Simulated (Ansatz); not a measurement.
# SiP₂ (triplet): wave-function methods side by side, cc-pVDZ

An exercise on one series of results from a longer session: the logs are not shown, and one member is left open.

Program: Ansatz 0.2.0, Gaussian basis. Level of theory: cc-pVDZ, core rule «outside noble gas», up to 15 orbitals frozen. These are calculated values, not measurements.

Plan: UHF; CCSD(T) on ROHF; CCSD(T) on UHF; BCCD(T) on ROHF; CISD as a restricted active space (open shells left free, so some higher excitations enter); CCSDT(Q) on ROHF; CCSDT(Q) on UHF; CASSCF and MRCISD+Q, 10 electrons in 10 orbitals; CASSCF and NEVPT2, 10 electrons in 10 orbitals.

15 further runs of the same task are left out: 4 that didn't finish, 11 set aside as unsound or not needed. Runs told in other sessions of the task aren't counted.

## The geometry

The geometry is a PBE0/def2-TZVP stationary point (not a proven minimum) of the parent state, kept for this charge and spin.

3 atoms, charge 0, spin multiplicity 3.

Atoms are counted from 1 here; the program's logs count them from 0.

Bond lengths: P1–P2 2.051 Å, P1–Si3 2.217 Å, P2–Si3 2.217 Å. Angles: P2–P1–Si3 62.5°, P1–P2–Si3 62.5°, P1–Si3–P2 55.1°.

Geometry (Å):

```xyz
3
P2Si
P     0.0000   -1.0253    0.6131
P     0.0000    1.0253    0.6131
Si    0.0000    0.0000   -1.3524
```

The first run:

Input file in.yaml:

```yaml
crystal:
  periodic: [false, false, false]
  atoms:
    - {symbol: P, position_ang: [0.000000, -1.025294, 0.613145]}
    - {symbol: P, position_ang: [0.000000, 1.025294, 0.613145]}
    - {symbol: Si, position_ang: [0.000000, 0.000000, -1.352400]}
basis:
  gaussian: {orbitals: cc-pVDZ}
magnetization: {spin_polarized: true, initial_magnetization: 2}
hamiltonian: {xc: hf}
output: {orbitals: {seedname: orbitals}}
```

On the command line:

```sh
> ansatz run in.yaml --threads 1 --pin off --events-out ev --progress --plain --max-ram 2393MiB
```

Among the steps run: UHF; CCSD(T) on ROHF; CCSD(T) on UHF; BCCD(T) on ROHF; CISD as a restricted active space (open shells left free, so some higher excitations enter); CCSDT(Q) on ROHF; CCSDT(Q) on UHF; CASSCF and MRCISD+Q, 10 electrons in 10 orbitals; CASSCF and NEVPT2, 10 electrons in 10 orbitals.

One of the session's tables, all rows but one given; the rest of the session is left out.

```
          method  from UCCSDT(Q) (kJ/mol)
            ROHF                        ?
             UHF                   +874.3
            RMP2                   +123.4
            UMP2                   +145.5
            CISD                   +163.4
           RCCSD                    +57.7
           UCCSD                    +55.2
        RCCSD(T)                     +9.2
        UCCSD(T)                    +10.0
         BCCD(T)                     +9.2
          RCCSDT                     +5.7
          UCCSDT                     +5.2
       RCCSDT(Q)                     +0.2
       UCCSDT(Q)                        0
  CASSCF valence                   +686.7
  NEVPT2 valence                   +115.8
  MRCISD valence                    +90.1
MRCISD+Q valence                    +11.4
```

Q: Estimate the row for ROHF from the others.

The run gave: from UCCSDT(Q) (kJ/mol): +911.2. In the column «from UCCSDT(Q) (kJ/mol)» it is the highest.

Caveats from the session: Restricted and unrestricted rows rest on different reference determinants; a gap between their highest levels can come from leftover correlation error, from unlike frozen cores or from another state.
